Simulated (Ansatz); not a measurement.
Basis-set extrapolation for `N#CN` (PBE0-D4/def2-TZVP geometry, frozen core, the Gaussian-basis code of Ansatz). Multiplicity 1, RHF reference.

```tsv
	cc-pV(T+d)Z	cc-pV(Q+d)Z
HF	-147.967572	-147.978195
MP2 correlation	-0.549362	-0.586633
CCSD(T) correlation	-0.582555	-0.616355
```

Energies in hartree. Use E(X) = E(∞) + A·exp(−5.46·√X) for Hartree–Fock and E(X) = E(∞) + B·X^(−3.05) for correlation, with X = 3 and 4.

Question: What is the CCSD(T) energy at the basis-set limit?

Answer: HF limit: -147.978195 + (-0.010623) × 0.30130 = -147.98140. Correlation limit: -0.616355 + (-0.033800) × 0.71189 = -0.64042. Total: -148.62182 hartree, 1.95 eV below CCSD(T)/cc-pV(T+d)Z.
